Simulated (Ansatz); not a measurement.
# [SiH$_{3}$···H···H], doublet: the ladder up to full CI

Geometry: a point of a hydrogen-transfer path between rigid fragments, not a stationary point.

```yaml
atoms:
  - { symbol: Si, position_ang: [-0.0985, 0.0000, 0.0000] }
  - { symbol: H, position_ang: [-0.5933, 1.3997, 0.0000] }
  - { symbol: H, position_ang: [-0.5933, -0.6999, 1.2122] }
  - { symbol: H, position_ang: [-0.5933, -0.6999, -1.2122] }
  - { symbol: H, position_ang: [1.8055, 0.0000, 0.0000] }
  - { symbol: H, position_ang: [2.7185, 0.0000, 0.0000] }
```

Basis 6-31G; Ansatz 0.2.0. Only valence electrons are correlated (noble-gas cores frozen), which leaves 9 electrons in 18 orbitals. R marks a restricted (for open shells ROHF) determinant, U an unrestricted one. Active spaces: pair = (3e, 3o) about the gap; valence = (9e, 9o) chosen from the atoms' valence shells.

Full CI is exact within this basis and frozen core; it isn't the basis-set limit. The frozen core follows each run's orbitals, which can shift R against U totals by a few meV.

For open shells CISD is restricted-active-space CI with the open shells as a complete middle space.

The UHF ⟨S²⟩ is 0.783 and the T1 diagnostic (RCCSD) is 0.0209. The largest doubles amplitude (RCCSD) is 0.053. The T1 diagnostic (UCCSD) is 0.0138.

| level | E − E(full CI) (kcal/mol) | share of correlation (%) | wall time |
| --- | --- | --- | --- |
| RHF | 65.06 | 0.00 | – |
| UHF | 61.06 | 6.15 | – |
| RMP2 | 19.37 | 70.22 | – |
| UMP2 | 18.97 | 70.85 | – |
| CISD | 4.01 | 93.83 | 0.36 s |
| RCCSD | 0.91 | 98.60 | – |
| UCCSD | 0.91 | 98.60 | – |
| RCCSD(T) | 0.27 | 99.58 | 0.42 s |
| UCCSD(T) | 0.29 | 99.56 | 0.39 s |
| BCCD(T) | 0.28 | 99.57 | 0.51 s |
| RCCSDT | 0.03 | 99.95 | – |
| UCCSDT | 0.03 | 99.95 | – |
| RCCSDT(Q) | 0.01 | 99.99 | 2.7 s |
| UCCSDT(Q) | 0.01 | 99.99 | 2.4 s |
| RCCSDTQ | 0.00 | 100.00 | 26 s |
| CASSCF (pair space) | 49.19 | 24.40 | – |
| NEVPT2 (pair space) | 14.36 | 77.93 | 0.24 s |
| CASSCF (valence space) | 17.21 | 73.55 | – |
| NEVPT2 (valence space) | 4.93 | 92.42 | 2.3 s |
| MRCISD (valence space) | 0.59 | 99.09 | – |
| MRCISD+Q (valence space) | 0.30 | 99.53 | 3.6 s |
| MRCISD+Q(relaxed) (valence space) | 0.01 | 99.98 | 4.6 s |

The correlation energy at full CI, counted from RHF, is -2.821 eV. That run took 85 s on 1 thread of Arm Neoverse V1, shared host over 13,106,016 determinants.

Times hold each run's SCF and search for its determinant on a shared host, so for small cases they say little of a method's own cost; they ran on 1 thread of Arm Neoverse V1.

The full-CI state has the irrep A' of Cs, in the program's axes (one component, if the state is degenerate).

Natural occupations of full CI about the gap: 1.976 1.963 1.963 1.958 0.997 0.037 0.030 0.026 0.026 0.005; effectively unpaired electrons, Σ n²(2−n)², 1.03.
